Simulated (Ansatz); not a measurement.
`C[Si]F` and `C[Si]S` differ in one atom or group.

Ansatz, PBE0-D4/def2-TZVP geometries, multiplicity 1. Each molecule was computed in one conformer, which needn't be the lowest.

```json
{"property": "LUMO energy (PBE/def2-TZVPP) / eV", "`C[Si]F`": "-2.96"}
{"property": "HOMO energy (PBE0/def2-TZVPP) / eV", "`C[Si]F`": "-6.61"}
{"property": "ideal-gas entropy at 298 K and 1 bar (rigid rotor, harmonic PBE0-D4/def2-TZVP) / J/(mol·K)", "`C[Si]F`": "287"}
{"property": "LUMO energy (B3LYP/def2-TZVPP) / eV", "`C[Si]F`": "-2.32"}
{"property": "size of the dipole moment (PBE/def2-TZVPP) / D", "`C[Si]F`": "1.50"}
{"property": "HOMO–LUMO gap (ωB97M-V/def2-TZVPP) / eV", "`C[Si]F`": "8.63"}
```

Task: What does the change do to each property? (Estimate.)

Result: The calculation gave: 
```csv
property,`C[Si]S`,shift
LUMO energy (PBE/def2-TZVPP) / eV,-2.85,0.11
HOMO energy (PBE0/def2-TZVPP) / eV,-6.46,0.15
"ideal-gas entropy at 298 K and 1 bar (rigid rotor, harmonic PBE0-D4/def2-TZVP) / J/(mol·K)",304,17
LUMO energy (B3LYP/def2-TZVPP) / eV,-2.22,0.10
size of the dipole moment (PBE/def2-TZVPP) / D,0.39,-1.11
HOMO–LUMO gap (ωB97M-V/def2-TZVPP) / eV,8.41,-0.22
```

With PBE0 the HOMO rises by 0.15 eV and the LUMO rises by 0.05 eV, so the gap narrows by about 0.10 eV. PBE moves the HOMO by 0.08 eV and ωB97M-V by 0.20 eV. The zero-point energy changes by 22.1 kJ/mol with +3 modes. Dipoles are sizes alone; their direction can turn.

B3LYP here is the variant with VWN-RPA as its local correlation; programs differ in this.
